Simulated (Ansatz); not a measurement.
**C₂H₃ (quartet): wave-function methods side by side, def2-TZVPP**

The task here is to estimate one member of a computed series from the others.

The runs use Ansatz 0.2.0, Gaussian basis; def2-TZVPP, core rule «outside noble gas», up to 2 orbitals frozen.

Plan: UHF; ROHF; CCSD(T) on UHF.

2 further runs of the same task are left out: 2 set aside as unsound or not needed.

## The geometry

The geometry is a PBE0/def2-TZVP stationary point (not a proven minimum) of the parent state, kept for this charge and spin.

5 atoms, charge 0, spin multiplicity 4.

Atoms are counted from 1 here; the program's logs count them from 0.

Bond lengths: C1–C2 1.428 Å, C1–H3 1.121 Å, C1–H4 1.099 Å, C1–H5 1.099 Å. Angles: C2–C1–H3 91.4°, C2–C1–H4 118.1°, C2–C1–H5 118.1°, H3–C1–H4 106.6°, H3–C1–H5 106.6°, H4–C1–H5 112.4°.

Coordinates:

```
C    -0.0118    0.0000    0.5946
C    -0.0254    0.0000   -0.8330
H     1.1094    0.0000    0.6111
H    -0.3330    0.9129    1.1148
H    -0.3330   -0.9129    1.1148
```

Set-up of the first run:

in.yaml

```yaml
crystal:
  periodic: [false, false, false]
  atoms:
    - {symbol: C, position_ang: [-0.011769, 0.000000, 0.594637]}
    - {symbol: C, position_ang: [-0.025439, 0.000000, -0.833034]}
    - {symbol: H, position_ang: [1.109363, -0.000004, 0.611143]}
    - {symbol: H, position_ang: [-0.332990, 0.912927, 1.114803]}
    - {symbol: H, position_ang: [-0.332996, -0.912924, 1.114803]}
basis:
  gaussian: {orbitals: def2-TZVPP}
magnetization: {spin_polarized: true, initial_magnetization: 3}
hamiltonian: {xc: hf}
output: {orbitals: {seedname: orbitals}}
```

Launch:

```sh
$ ansatz run in.yaml --threads 1 --pin off --events-out ev --progress --plain --max-ram 4096MiB --backend cpu
```

Steps of the session up to this table: UHF; ROHF; CCSD(T) on UHF.

One of the session's tables, all rows but one given; the rest of the session is left out.

It belongs to the step «Misses and costs». 

| method | from UCCSD(T) (kJ/mol) |
| --- | --- |
| ROHF | ? |
| UHF | +755.8 |
| UMP2 | +98.2 |
| UCCSD | +25.4 |
| UCCSD(T) | 0 |

**Question.** Estimate the row for ROHF.

The run gave: from UCCSD(T) (kJ/mol): +765.0. In the column «from UCCSD(T) (kJ/mol)» it is the highest.
